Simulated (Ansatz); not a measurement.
Program: Ansatz. Geometries: PBE0-D4/def2-TZVP. ΔE: electronic, gas phase. CCSD(T)/CBS is the MP2 limit (def2-TZVPP, def2-QZVPP) plus CCSD(T) − MP2 in def2-TZVPP, frozen cores. This one scheme is used for every species. DFT in def2-TZVPP. B3LYP here is the variant with VWN-RPA as its local correlation; programs differ in this. One conformer a species, not always the lowest.

`F/C=N\CF` → `[CH]F` + `N=CF`  (formal loss of a carbene)

CCSD(T)/CBS gives +3.66 eV.

Another level gave +3.34 eV. Which?
A. RPA@PBE/def2-TZVPP
B. r2SCAN/def2-TZVPP
C. BLYP/def2-TZVPP
D. B3LYP/def2-TZVPP

A. RPA@PBE/def2-TZVPP 3.34, r2SCAN 3.95, BLYP 3.50, B3LYP 3.64 eV.

What do rigid-rotor, harmonic-oscillator terms from PBE0-D4/def2-TZVP frequencies (298.15 K, 1 bar) make of the CCSD(T)/CBS value? (Best estimate.)

Computed: ΔZPE = -0.24 eV, ΔH = +3.47 eV, ΔS = 168 J/(mol·K), ΔG = +2.95 eV.

Largest T1 diagnostic among the species: 0.018.

At CCSD(T), def2-SVP lies +0.08 eV from the extrapolated value and def2-TZVPP −0.04 eV. From PBE to PBE0 (25 % exact exchange), in def2-TZVPP and without D4, ΔE moves by +0.07 eV. In def2-TZVPP, CCSD(T) changes the Hartree–Fock value by +0.37 eV (the triples alone add +0.03 eV) and MP2 by +0.65 eV.
